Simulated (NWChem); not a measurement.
Species: CH₃ cation

```xyz
4

C      0.0000     0.0000     0.0000
H      0.7807     0.7807     0.0000
H      0.2858    -1.0664     0.0000
H     -1.0664     0.2858     0.0000
```
Atoms are numbered in this order, from 1.

Program: NWChem. Geometry optimised at PBE0/def2-SVP; all other runs use it. Pople sets run with spherical d functions.

```
quantity                                                                      level  value
----------------------------------------------------  -----------------------------  -----
charge (e), ESP C1                                                   B3LYP/def2-SVP      ?
anisotropy (bohr³) at 400 nm                                           PBE0/6-31+G*    5.2
solvation free energy (kcal/mol) in cyclohexanone                PBE0/def2-SVP, SMD  -78.1
vertical, lowest excitation, singlet (eV)             BHandHLYP/6-31+G*, full TDDFT      ?
first state with f > 0.002 (eV), C K edge, unshifted            PBE0/def2-TZVP, TDA      ?
highest harmonic frequency (cm⁻¹)                                     PBE0/def2-SVP   3263
```

**Question.** Complete the blanks.

**Answer.** 
- charge (e), ESP C1, value: 0.53
- vertical, lowest excitation, singlet (eV), value: 6.12
- first state with f > 0.002 (eV), C K edge, unshifted, value: 273.3
